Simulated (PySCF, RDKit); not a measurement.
Complex: CH4O (SMILES CO) (first 6 atoms) with H2O (SMILES O); geometry from S66by8 set.
(charge 0, multiplicity 1):
```
atom    x (Å)    y (Å)    z (Å)
----  -------  -------  -------
O     -1.3080   0.4542  -0.0038
H     -0.3437   0.4217  -0.0034
C     -1.7694  -0.8812   0.0045
H     -2.8557  -0.8498   0.0036
H     -1.4474  -1.4407  -0.8770
H     -1.4485  -1.4294   0.8935
O      2.6326   0.3241  -0.0002
H      3.0718   0.7122  -0.7601
H      3.0705   0.7267   0.7529
```

Interaction energies are E(AB) − E(A) − E(B) at the monomers' geometry in the complex; basis-set methods are counterpoise corrected. Rows marked so take none.

Rows in 6-311+G**, 6-31G* carry no dispersion term and start afresh at each structure (6-31G* with six Cartesian d functions). MP2/6-31G* freezes PySCF's default core.

The values were computed with PySCF for 6-311+G** rows, 6-31G* rows; RDKit for the force fields. 

Give the interaction energy at the level MMFF94.

-2.3 kcal/mol
